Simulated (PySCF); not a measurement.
# `Cl`, ClH

Molfile (atoms numbered from 1):
```
ClH
     RDKit          3D

  2  1  0  0  0  0  0  0  0  0999 V2000
    0.6511   -0.0025   -0.0026 Cl  0  0  0  0  0  0  0  0  0  0  0  0
   -0.6340    0.0046   -0.0111 H   0  0  0  0  0  0  0  0  0  0  0  0
  1  2  1  0
M  END
```

Theory: PySCF 2.14.0, GIAO revPBE/aug-pcSseg-2 magnetisability, rotational g tensor and spin-rotation constants, non-relativistic, gas phase. Geometry: PBE0-D3(BJ)/def2-SVP.

**Question.** Give the nuclear spin-rotation constants along the inertial axes (H = +C I·J) beside the isotropic shieldings.

**Answer.** Rotational constants –, 312.4043, 312.4043 GHz.
| atom | isotope | Caa (kHz) | Cbb (kHz) | Ccc (kHz) | mean (kHz) | σ (ppm) |
| --- | --- | --- | --- | --- | --- | --- |
| Cl1 | 35Cl | – | 58.096 | 58.096 | 58.096 | 935.6 |
| H2 | 1H | – | -40.750 | -40.750 | -40.750 | 31.2 |

For the geometry as given, no vibrational averaging.
